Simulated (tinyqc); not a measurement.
A ladder of methods, and size consistency: correlation methods against full CI in the sto-3g basis, for H2O, spin multiplicity 1. Computed by the program tinyqc with PySCF. Command: `OMP_NUM_THREADS=1 python tinyqc.py 115617 115618 out.jsonl`; one thread of a shared host (Intel(R) Xeon(R) Processor @ 2.60GHz), about 1 s.

Geometry (angstrom):
```
atom       x        y       z
O     0.0000   0.0000  0.0000
H     0.0000   0.7520  0.5790
H     0.0000  -0.7570  0.5830
```

RHF energy of one = -74.962033 hartree

All electrons correlated; +Q is the Davidson correction (1 - c0^2) E_corr. The last columns treat two copies 100 angstrom apart as one system. FCI is the lowest singlet.

Correlation energies (hartree):
```
method   E_corr of one  share of FCI (%)  E_corr of two at 100 angstrom  two minus twice one (mhartree)
MP2          -0.035051           71.8134                      -0.070103                          0.0000
CISD         -0.048129           98.6077                      -0.093978                          2.2803
CISD+Q       -0.049328          101.0627                      -0.098321                          0.3345
CCSD         -0.048694           99.7654                      -0.097389                          0.0000
CCSD(T)      -0.048761           99.9025                      -0.097522                          0.0000
FCI          -0.048809          100.0000                              -                               -
```

MP2 recovers 72 %, CISD 98.6 % and CCSD 99.8 % of the FCI value (c0^2 = 0.975 in CISD). MP2 and coupled cluster are size consistent, so their last column vanishes; CISD loses 2.28 mhartree, since a double excitation on each copy is a quadruple of the pair, and the Davidson correction leaves +0.33.
